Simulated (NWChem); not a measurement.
# Dipole moment of water (H₂O)

```
O
H 1 0.9747
H 1 0.9747 2 102.04
```
Charge 0, spin multiplicity 1.

The numbers come from NWChem runs, not from measurements. The geometry was optimised at PBE/def2-SVP, a minimum by its harmonic frequencies.

Basis set: Sadlej pVTZ. The CCSD dipole comes from the Λ equations, without orbital relaxation.

```
method       dipole moment (D)  difference from CCSD
-----------  -----------------  --------------------
HF                        2.04                 +0.16
PBE                       1.84                 -0.04
LDA (SVWN5)               1.90                 +0.02
B3LYP                     1.90                 +0.02
CCSD                      1.88                  0.00
```

The values span 0.20 D, from PBE (lowest) to HF (highest). 

The correlated methods keep 1 core orbital frozen. B3LYP has NWChem's definition, with VWN1-RPA local correlation. Coupled-cluster values serve here as a point of comparison, not as the truth.
